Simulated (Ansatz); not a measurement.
**How far each method lies from full CI for [H···H···OH], doublet**

Geometry: a point of a hydrogen-transfer path between rigid fragments, not a stationary point.

```tsv
atom	x (Å)	y (Å)	z (Å)
H	-1.8078	0.0498	0.0000
H	-0.8768	0.0498	0.0000
O	0.1442	0.0498	0.0000
H	0.3960	-0.8901	0.0000
```

Basis 6-31G; Ansatz 0.2.0. Only valence electrons are correlated (noble-gas cores frozen), which leaves 9 electrons in 14 orbitals. Prefix R: restricted or restricted open-shell reference; prefix U: unrestricted. Active spaces: pair = (3e, 3o) about the gap; valence = (9e, 7o) chosen from the atoms' valence shells.

Full CI is exact within this basis and frozen core; it isn't the basis-set limit. The frozen core follows each run's orbitals, which can shift R against U totals by a few meV.

For open shells CISD and CISDTQ are restricted-active-space CI with the open shells as a complete middle space.

- UHF ⟨S²⟩: 0.770
- T1 diagnostic (RCCSD): 0.0226
- largest doubles amplitude (RCCSD): 0.053
- T1 diagnostic (UCCSD): 0.0120

```json
{"level": "RHF", "E − E(full CI) (kJ/mol)": "393.5", "share of correlation (%)": "0.00", "wall time": "–"}
{"level": "UHF", "E − E(full CI) (kJ/mol)": "375.5", "share of correlation (%)": "4.58", "wall time": "–"}
{"level": "RMP2", "E − E(full CI) (kJ/mol)": "26.4", "share of correlation (%)": "93.30", "wall time": "–"}
{"level": "UMP2", "E − E(full CI) (kJ/mol)": "30.1", "share of correlation (%)": "92.34", "wall time": "–"}
{"level": "CISD", "E − E(full CI) (kJ/mol)": "22.6", "share of correlation (%)": "94.26", "wall time": "0.21 s"}
{"level": "RCCSD", "E − E(full CI) (kJ/mol)": "5.6", "share of correlation (%)": "98.57", "wall time": "–"}
{"level": "UCCSD", "E − E(full CI) (kJ/mol)": "5.2", "share of correlation (%)": "98.68", "wall time": "–"}
{"level": "RCCSD(T)", "E − E(full CI) (kJ/mol)": "1.8", "share of correlation (%)": "99.55", "wall time": "0.36 s"}
{"level": "UCCSD(T)", "E − E(full CI) (kJ/mol)": "1.6", "share of correlation (%)": "99.58", "wall time": "0.33 s"}
{"level": "BCCD(T)", "E − E(full CI) (kJ/mol)": "1.7", "share of correlation (%)": "99.57", "wall time": "0.33 s"}
{"level": "RCCSDT", "E − E(full CI) (kJ/mol)": "1.3", "share of correlation (%)": "99.67", "wall time": "–"}
{"level": "UCCSDT", "E − E(full CI) (kJ/mol)": "1.2", "share of correlation (%)": "99.68", "wall time": "–"}
{"level": "CISDTQ", "E − E(full CI) (kJ/mol)": "0.6", "share of correlation (%)": "99.84", "wall time": "0.93 s"}
{"level": "RCCSDT(Q)", "E − E(full CI) (kJ/mol)": "-0.1", "share of correlation (%)": "100.01", "wall time": "1.7 s"}
{"level": "UCCSDT(Q)", "E − E(full CI) (kJ/mol)": "0.0", "share of correlation (%)": "100.01", "wall time": "1.6 s"}
{"level": "RCCSDTQ", "E − E(full CI) (kJ/mol)": "0.0", "share of correlation (%)": "99.99", "wall time": "13 s"}
{"level": "UCCSDTQ", "E − E(full CI) (kJ/mol)": "0.0", "share of correlation (%)": "99.99", "wall time": "14 s"}
{"level": "CASSCF (pair space)", "E − E(full CI) (kJ/mol)": "321.7", "share of correlation (%)": "18.26", "wall time": "–"}
{"level": "NEVPT2 (pair space)", "E − E(full CI) (kJ/mol)": "19.2", "share of correlation (%)": "95.12", "wall time": "0.12 s"}
{"level": "MRCISD (pair space)", "E − E(full CI) (kJ/mol)": "16.8", "share of correlation (%)": "95.74", "wall time": "–"}
{"level": "MRCISD+Q (pair space)", "E − E(full CI) (kJ/mol)": "4.9", "share of correlation (%)": "98.76", "wall time": "0.24 s"}
{"level": "CASSCF (valence space)", "E − E(full CI) (kJ/mol)": "228.2", "share of correlation (%)": "42.01", "wall time": "–"}
{"level": "NEVPT2 (valence space)", "E − E(full CI) (kJ/mol)": "32.2", "share of correlation (%)": "91.81", "wall time": "0.33 s"}
{"level": "MRCISD (valence space)", "E − E(full CI) (kJ/mol)": "8.6", "share of correlation (%)": "97.82", "wall time": "–"}
{"level": "MRCISD+Q (valence space)", "E − E(full CI) (kJ/mol)": "2.6", "share of correlation (%)": "99.33", "wall time": "0.66 s"}
```

The correlation energy at full CI, counted from RHF, is -4.079 eV. That run took 4.4 s on 1 thread of AMD EPYC 9R45, shared host over 1,003,332 determinants.

Times hold each run's SCF and search for its determinant on a shared host, so for small cases they say little of a method's own cost; they ran on 1 thread of AMD EPYC 9R45.

The full-CI state has the irrep A' of Cs, in the program's axes.

Natural occupations of full CI about the gap: 1.988 1.980 1.968 1.965 1.002 0.029 0.027 0.018 0.012 0.004; effectively unpaired electrons, Σ n²(2−n)², 1.02.
